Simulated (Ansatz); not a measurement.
| atom | x (Å) | y (Å) | z (Å) |
| --- | --- | --- | --- |
| C | -1.1295 | -0.8721 | -0.0001 |
| C | -0.0859 | 0.1194 | -0.0003 |
| C | 1.3588 | -0.3558 | -0.0001 |
| H | -2.1587 | -0.5357 | 0.0011 |
| H | -0.9185 | -1.9353 | -0.0005 |
| O | -0.3667 | 1.3195 | 0.0000 |
| H | 2.0212 | 0.5084 | -0.0144 |
| H | 1.5677 | -0.9579 | 0.8895 |
| H | 1.5616 | -0.9840 | -0.8727 |

Basis set: pcseg-2 (spherical functions). Charge 0, multiplicity 2.

Computed with Ansatz (development build ahead of 0.2.0); each method stands on the lowest determinant of its kind that the runs found. Restricted functionals stand beside restricted open-shell atoms, which can lie above the unrestricted atoms usual in DFT and then raise those values.

(1) Give the atomization energy at this shape (free ground-state atoms in the same class of orbitals less the molecule, no zero-point energy) of doublet C₃H₅O by r²SCAN (unrestricted), PBE0 (unrestricted), PBE0 (restricted open-shell).

Results:

(1)

```csv
method,atomization energy
r²SCAN (unrestricted),38.35 eV
PBE0 (unrestricted),38.26 eV
PBE0 (restricted open-shell),38.41 eV
```

The shape needn't be a minimum at these levels.
